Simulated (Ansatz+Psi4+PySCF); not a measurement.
The numbers below are computed, except where a source is named.
Input for PySCF 2.14.0:

```python
from pyscf import gto, scf, mp

# the (T+d) and (D+d) sets load through basis_set_exchange
mol = gto.M(atom="""
O 0.000000 0.000000 -1.699240
C 0.000000 0.000000 -0.520490
S 0.000000 0.000000 1.044810
""", basis={'C': 'cc-pvtz', 'O': 'cc-pvtz', 'S': 'cc-pv(t+d)z'}, charge=0, spin=0)
mf = scf.RHF(mol)
mf.kernel()
pt = mp.MP2(mf, frozen=7).run()
print(mf.e_tot, pt.e_corr, pt.e_tot)
```

The script is written out from the run's settings.

Output:

```yaml
Converged: yes
Reference_energy: -510.33770 hartree
Correlation_energy: -0.54974 hartree
Total_energy: -510.88743 hartree
Spin_squared_of_the_determinant: 0.000
```
